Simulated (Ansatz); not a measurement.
This geometry of FH + H3N + H4Si (11 atoms, charge 0, multiplicity 1) is a first-order saddle point.

Level of theory: UKS B3LYP-D4/6-31G (Ansatz).

```xyz
11
Properties=species:S:1:pos:R:3
Si -0.611 0.935 -1.181
H 0.408 -0.440 -0.861
H -1.417 0.052 -2.117
H 0.567 1.580 -1.887
H -1.551 2.131 -1.054
H 0.036 -0.229 1.455
F -0.736 0.854 0.669
H 0.722 -0.968 0.215
N 0.692 -1.061 1.345
H 1.608 -0.911 1.767
H 0.283 -1.943 1.649
```

(1) Which two structures does it join? (They come from a converged band through this point; their orientation in space is the band's.)

(2) How far does it lie above each of them?

Answers

(1) Bonds broken: Si1–H2, H6–F7, H8–N9. Bonds formed: Si1–F7, H2–H8, H6–N9. FH + H3N + H4Si becomes FH3Si + H2 + H3N.

Image 0:

```xyz
11
Properties=species:S:1:pos:R:3
Si -0.714 0.860 -1.699
H -0.210 -0.486 -1.251
H -1.083 0.705 -3.154
H 0.370 1.881 -1.591
H -1.942 1.233 -0.936
H 0.318 0.288 1.406
F 0.008 1.230 1.218
H 0.594 -1.553 0.563
N 0.753 -1.206 1.505
H 1.736 -1.262 1.759
H 0.169 -1.689 2.181
```

Image 6:

```xyz
11
Properties=species:S:1:pos:R:3
Si -0.724 1.211 -0.682
H 0.971 -2.169 -1.622
H -1.499 -0.054 -0.855
H 0.701 1.113 -1.117
H -1.392 2.285 -1.503
H 0.109 0.207 1.818
F -0.857 1.819 0.922
H 0.774 -1.692 -1.085
N 0.464 -0.588 1.304
H 1.471 -0.676 1.318
H -0.017 -1.456 1.500
```

(2) 100.2 kJ/mol above the first and 122.5 kJ/mol above the second. This is the barrier of this one path; another mechanism may lie lower. The orbitals stay closed-shell, which can raise the energy where a bond breaks towards radicals; this wasn't checked here. Limits of this set-up: no polarisation functions.

The run took 2.5 min on 1 thread of AMD EPYC 9R45 96-Core Processor (Zen 5), with other jobs on the host, peak memory 0.16 GiB.
